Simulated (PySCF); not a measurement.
# One shape, several levels: AlNH3Cl (SMILES [NH2][AlH][Cl])

Wanted: a comparison of 5 runs (HF/3-21G, B3LYP/6-31G*, PBE/def2-SVP, PBE0/cc-pVDZ, PBE/def2-TZVP) of AlNH3Cl. 

The calculation is run with PySCF 2.14.0.

### Step 1. The structure to begin with

The species is AlNH3Cl (6 atoms), meant as a singlet with charge 0. SMILES: `[NH2][AlH][Cl]`. Geometry: relaxed at PBE0-D4/def2-TZVP.

Bond lengths: N1–Al2 1.756 Å, Al2–Cl3 2.098 Å, N1–H4 1.007 Å, N1–H5 1.007 Å, Al2–H6 1.570 Å. Angles: N1–Al2–Cl3 117.5°, N1–Al2–H6 121.9°, Cl3–Al2–H6 120.6°, Al2–N1–H4 124.3°, Al2–N1–H5 125.0°, H4–N1–H5 110.7°.

### Step 2. Energy and forces at HF/3-21G (run 1)

Input file calc.py:

```python
from pyscf import gto, scf

system = gto.M(
    atom='''
N     -1.192606     0.474132    -1.358335
Al     0.902533    -0.139462     1.140639
Cl     2.671128    -3.687801     1.220007
H     -2.143516     2.107045    -1.585102
H     -1.611180    -0.746631    -2.756921
H      1.453199     1.871585     3.252219
''',
    verbose=4,
    unit='bohr',
    spin=0,
    charge=0,
    basis='3-21g',
    max_memory=1860,
)

myscf = scf.RHF(system)
myscf.conv_tol = 1e-10
myscf.kernel()
if not myscf.converged:
    myscf = myscf.newton().run(myscf.mo_coeff, myscf.mo_occ)

energy = myscf.e_tot
print('E = %.10f Eh' % energy)
grad = myscf.nuc_grad_method().kernel()
dip = myscf.dip_moment()
pop, q = myscf.mulliken_pop()
```

Started as:

```console
$ OMP_NUM_THREADS=1 python calc.py
```

The log of the run:

```text
PySCF version 2.14.0

[... 58 lines left out ...]
converged SCF energy = -753.883911551031
[... 13 lines left out ...]
Dipole moment(X, Y, Z, Debye): -2.08453,  2.61389, -1.14300
[... 48 lines left out ...]
charge of    5H =     -0.24030
```

Wall time 1.4 s (1 thread of Intel Xeon at 2.70GHz, shared host); peak memory 0.12 GiB.

### Step 3. Energy and gradient at B3LYP/6-31G(d) (Cartesian functions) (run 2)

Input file job.py:

```python
import pyscf.grad
from pyscf import gto, dft

molecule = gto.Mole()
molecule.atom = '''
N       -0.631100       0.250900      -0.718800
Al       0.477600      -0.073800       0.603600
Cl       1.413500      -1.951500       0.645600
H       -1.134300       1.115000      -0.838800
H       -0.852600      -0.395100      -1.458900
H        0.769000       0.990400       1.721000
'''
molecule.max_memory = 1860
molecule.cart = True
molecule.charge = 0
molecule.verbose = 3
molecule.spin = 0
molecule.basis = '6-31g*'
molecule.build()

mf = dft.RKS(molecule)
mf.xc = 'b3lyp'
mf.conv_tol = 1e-10
mf.grids.level = 5
mf.kernel()
if not mf.converged:
    mf = mf.newton().run(mf.mo_coeff, mf.mo_occ)

e_final = mf.e_tot
print(f'total energy: {e_final:.8f} hartree')
grad = mf.Gradients().kernel()
dip = mf.dip_moment()
pop, q = mf.mulliken_pop()
```

Started as:

```console
$ OMP_NUM_THREADS=1 python job.py
```

The log of the run:

```text
converged SCF energy = -759.287127025378
total energy: -759.28712703 hartree
[... 9 lines left out ...]
Dipole moment(X, Y, Z, Debye): -1.66153,  1.65902, -1.19548
[... 66 lines left out ...]
charge of    5H =     -0.08180
```

It took 20 s on 1 thread of Intel Xeon at 2.70GHz, shared host; peak memory 0.59 GiB.

Runs 3 to 4 aren't shown in full; the table further down has their settings and results.

### Step 4. Energy and gradient at PBE/def2-TZVP (run 5)

Input file calc.py:

```python
# [NH2][AlH][Cl]
import pyscf.grad
from pyscf import gto, dft

mol = gto.M(
    atom='''
N     -1.192606     0.474132    -1.358335
Al     0.902533    -0.139462     1.140639
Cl     2.671128    -3.687801     1.220007
H     -2.143516     2.107045    -1.585102
H     -1.611180    -0.746631    -2.756921
H      1.453199     1.871585     3.252219
''',
    unit='bohr',
    max_memory=1860,
    basis='def2-tzvp',
    verbose=3,
)

mf = dft.RKS(mol)
mf.xc = 'pbe'
mf.conv_tol = 1e-10
mf.grids.level = 5
mf.kernel()
if not mf.converged:
    mf = mf.newton().run(mf.mo_coeff, mf.mo_occ)

e_final = mf.e_tot
print(f'total energy: {e_final:.8f} hartree')
grad = mf.Gradients().kernel()
mf.analyze()
```

Started as:

```console
$ OMP_NUM_THREADS=1 python calc.py
```

The log of the run:

```text
converged SCF energy = -758.939264513734
[... 28 lines left out ...]
MO #18  energy= -0.290699377615077 occ= 2
[... 20 lines left out ...]
MO #39  energy= 0.377665470341155  occ= 0
[... 20 lines left out ...]
MO #60  energy= 0.918286450160837  occ= 0
[... 20 lines left out ...]
MO #81  energy= 1.93809419106994   occ= 0
[... 20 lines left out ...]
MO #102 energy= 3.20242823604775   occ= 0
[... 20 lines left out ...]
MO #123 energy= 31.3519921926177   occ= 0
[... 7 lines left out ...]
Dipole moment(X, Y, Z, Debye): -1.40686,  1.32175, -1.06782
```

Run time: 42 s. Hardware: 1 thread of Intel Xeon at 2.70GHz, shared host; peak memory 1.3 GiB.

### Step 5. The series

```csv
run,level,Cartesian functions,integration grid,energy (Eh),dipole moment (D),HOMO energy (eV),LUMO energy (eV),wall time
1,HF/3-21G,no,–,-753.883912,3.53,-11.10,2.31,1.4 s
2,B3LYP/6-31G* (Cartesian functions),yes,5,-759.287127,2.63,-7.32,-0.50,20 s
3,PBE/def2-SVP,no,5,-758.621495,2.39,-6.19,-0.97,22 s
4,PBE0/cc-pVDZ,no,5,-758.954872,2.44,-7.64,-0.34,16 s
5,PBE/def2-TZVP,no,5,-758.939265,2.21,-6.41,-1.22,42 s
```

### Step 6. Outcome

```
                       quantity          value
            run 5: total energy  -758.93926 Eh
           run 5: dipole moment         2.21 D
             run 5: HOMO energy       -6.41 eV
             run 5: LUMO energy       -1.22 eV
           run 5: HOMO–LUMO gap        5.19 eV
run 5: largest force on an atom     0.384 eV/Å
```

The dipole moment (its size) runs from 2.21 D (PBE/def2-TZVP) to 3.53 D (HF/3-21G). The two ends differ in method and basis. The HOMO–LUMO gap runs from 5.19 eV (PBE/def2-TZVP) to 13.41 eV (HF/3-21G). Totals of different functionals can't be ranked against each other. All runs together took 1.7 min, the longest 42 s.
